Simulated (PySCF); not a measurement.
Compound: 1,2-dimethoxyethane, C₄H₁₀O₂.
SMILES: `COCCOC`

Theory: PySCF 2.14.0, density-fitted response routines, TDDFT PBE0/def2-SVPD, vertical, gas phase, core orbitals frozen in the response. The structure is a single GFN2-xTB conformer in the gas phase; no vibrational or solvent corrections. Torsions of this conformer, `[CH3:1][O:2][CH2:3][CH2:4][O:5][CH3:6]`: C1–O2–C3–C4 -179°, O2–C3–C4–O5 172°, C3–C4–O5–C6 74°.

Computed states:

| state | E (eV) | f |
| --- | --- | --- |
| S1 | 7.00 | 0.019 |
| S2 | 7.12 | 0.010 |
| S3 | 7.47 | 0.0094 |
| S4 | 7.66 | 0.0021 |
| S5 | 7.84 | 0.016 |
| S6 | 7.95 | 0.0080 |
| S7 | 8.09 | 0.027 |
| S8 | 8.17 | 0.020 |

Each state is given a Gaussian of 0.3 eV full width at half maximum, with ε(max) = 2.175×10⁸ f / Δν̃ (Δν̃ the width in cm⁻¹). The width is an assumption, not a result. The curve ends short of the highest state used, and states not computed would add to its high-energy end.

(1) Give the broadened spectrum and its maxima.

(2) Coming from long wavelengths, where does ε first pass 100 L mol⁻¹ cm⁻¹?

Results:

(1) 
```json
{"E (eV)": "6.55", "ε (L mol⁻¹ cm⁻¹)": "3"}
{"E (eV)": "6.57", "ε (L mol⁻¹ cm⁻¹)": "6"}
{"E (eV)": "6.60", "ε (L mol⁻¹ cm⁻¹)": "13"}
{"E (eV)": "6.62", "ε (L mol⁻¹ cm⁻¹)": "21"}
{"E (eV)": "6.64", "ε (L mol⁻¹ cm⁻¹)": "33"}
{"E (eV)": "6.67", "ε (L mol⁻¹ cm⁻¹)": "62"}
{"E (eV)": "6.69", "ε (L mol⁻¹ cm⁻¹)": "93"}
{"E (eV)": "6.72", "ε (L mol⁻¹ cm⁻¹)": "161"}
{"E (eV)": "6.74", "ε (L mol⁻¹ cm⁻¹)": "225"}
{"E (eV)": "6.76", "ε (L mol⁻¹ cm⁻¹)": "309"}
{"E (eV)": "6.79", "ε (L mol⁻¹ cm⁻¹)": "473"}
{"E (eV)": "6.81", "ε (L mol⁻¹ cm⁻¹)": "611"}
{"E (eV)": "6.83", "ε (L mol⁻¹ cm⁻¹)": "772"}
{"E (eV)": "6.86", "ε (L mol⁻¹ cm⁻¹)": "1049"}
{"E (eV)": "6.88", "ε (L mol⁻¹ cm⁻¹)": "1251"}
{"E (eV)": "6.91", "ε (L mol⁻¹ cm⁻¹)": "1564"}
{"E (eV)": "6.93", "ε (L mol⁻¹ cm⁻¹)": "1766"}
{"E (eV)": "6.95", "ε (L mol⁻¹ cm⁻¹)": "1953"}
{"E (eV)": "6.98", "ε (L mol⁻¹ cm⁻¹)": "2182"}
{"E (eV)": "7.00", "ε (L mol⁻¹ cm⁻¹)": "2290"}
{"E (eV)": "7.02", "ε (L mol⁻¹ cm⁻¹)": "2356"}
{"E (eV)": "7.05", "ε (L mol⁻¹ cm⁻¹)": "2370"}
{"E (eV)": "7.07", "ε (L mol⁻¹ cm⁻¹)": "2323"}
{"E (eV)": "7.10", "ε (L mol⁻¹ cm⁻¹)": "2178"}
{"E (eV)": "7.12", "ε (L mol⁻¹ cm⁻¹)": "2042"}
{"E (eV)": "7.14", "ε (L mol⁻¹ cm⁻¹)": "1882"}
{"E (eV)": "7.17", "ε (L mol⁻¹ cm⁻¹)": "1622"}
{"E (eV)": "7.19", "ε (L mol⁻¹ cm⁻¹)": "1448"}
{"E (eV)": "7.21", "ε (L mol⁻¹ cm⁻¹)": "1283"}
{"E (eV)": "7.24", "ε (L mol⁻¹ cm⁻¹)": "1070"}
{"E (eV)": "7.26", "ε (L mol⁻¹ cm⁻¹)": "958"}
{"E (eV)": "7.29", "ε (L mol⁻¹ cm⁻¹)": "842"}
{"E (eV)": "7.31", "ε (L mol⁻¹ cm⁻¹)": "800"}
{"E (eV)": "7.33", "ε (L mol⁻¹ cm⁻¹)": "784"}
{"E (eV)": "7.36", "ε (L mol⁻¹ cm⁻¹)": "797"}
{"E (eV)": "7.38", "ε (L mol⁻¹ cm⁻¹)": "823"}
{"E (eV)": "7.40", "ε (L mol⁻¹ cm⁻¹)": "857"}
{"E (eV)": "7.43", "ε (L mol⁻¹ cm⁻¹)": "906"}
{"E (eV)": "7.45", "ε (L mol⁻¹ cm⁻¹)": "932"}
{"E (eV)": "7.48", "ε (L mol⁻¹ cm⁻¹)": "953"}
{"E (eV)": "7.50", "ε (L mol⁻¹ cm⁻¹)": "955"}
{"E (eV)": "7.52", "ε (L mol⁻¹ cm⁻¹)": "947"}
{"E (eV)": "7.55", "ε (L mol⁻¹ cm⁻¹)": "928"}
{"E (eV)": "7.57", "ε (L mol⁻¹ cm⁻¹)": "917"}
```

Maxima: 176 nm (7.04 eV), ε about 2400, made up of S1 (68%) and S2 (32%); 165 nm (7.49 eV), ε about 960, made up of S3 (86%) (ε in L mol⁻¹ cm⁻¹; maxima over ε = 5, shares over 10%).

(2) At about 185 nm (6.69 eV), 0.30 eV below S1.
